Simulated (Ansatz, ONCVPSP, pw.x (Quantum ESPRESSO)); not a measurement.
**Os (diamond): variants of one ONCV potential in the solid**

Os (Z = 76), optimised norm-conserving Vanderbilt (ONCV), made with ONCVPSP 4.0.1.1 (patched build) (PBEsol, scalar-relativistic). Core [Kr] 4d10 4f14, reference 5s2 5p6 5d6.5 6s1.5. Waves: 5s+6s: rc 1.60 bohr, ncon 4, nbas 7, qcut 9.5 1/bohr, 2 projectors; 5p: rc 1.85 bohr, ncon 5, nbas 10, qcut 6.1 1/bohr, 2 projectors, debl 2.2 Ha; 5d: rc 1.50 bohr, ncon 4, nbas 9, qcut 5.6 1/bohr, 3 projectors, debl 3.2 Ha. Local part: polynomial inside 1.15 bohr (lpopt 5, dvloc0 2 Ha). Core correction: Teter function, fcfact 2.25, rcfact 1.35.

Crystal test: diamond Os in pw.x 7.5, no spin, 8³ k-points, Fermi–Dirac smearing 0.01 Ry, cutoffs set for each file from its atomic test. The reference is all-electron LAPW (Ansatz 0.2.0) with the same functional, mesh and smearing; V0 and B0 come from Birch–Murnaghan fits to the pressures at five volumes. Errors are pseudo minus all-electron; Δ is the rms difference of the E(V) curves that follow from these fits, minima aligned, over ±6 % about the mean V0. Mesh and smearing are coarse, so the numbers serve the comparison and aren't converged zero-temperature values; the lattice is a test structure that the element need not adopt.

All-electron: a0 = 5.503 Å (V0 = 20.83 Å³/atom), B0 = 222.1 GPa.

2 further variants are left out: they gave no file fit for a test, a broken result, the same result as the base, or pressures whose basis-set error rivals the error shown.

| change | cutoffs (Ry) | pw.x | a0 (Å) | a0 error (%) | B0 error (%) | Δ (meV/atom) | mean pressure error (GPa) |
| --- | --- | --- | --- | --- | --- | --- | --- |
| base | 80/320 | converged | 5.480 | -0.41 | +0.6 | 12.6 | -2.73 |
| reference 5s2 5p6 5d6 6s1.5 6p0.5; wave 5p: rc 1.85 bohr, ncon 5, nbas 10, qcut 6.1 1/bohr, 2 projectors, debl 2.2 Ha becomes 5p+6p: rc 1.85 bohr, ncon 5, nbas 10, qcut 6.1 1/bohr, 2 projectors | 85/340 | converged | 5.480 | -0.41 | +0.6 | 12.5 | -2.72 |
| core correction Teter function, fcfact 2.75, rcfact 1.3 | 80/320 | converged | 5.480 | -0.41 | +0.6 | 12.5 | -2.73 |

Q: Give the row for: core correction Teter function, fcfact 2.25, rcfact 1.84.

A: pw.x: converged; mean pressure error (GPa): -3.34; a0 (Å): 5.475; a0 error (%): -0.51; B0 error (%): +0.9; Δ (meV/atom): 15.4.
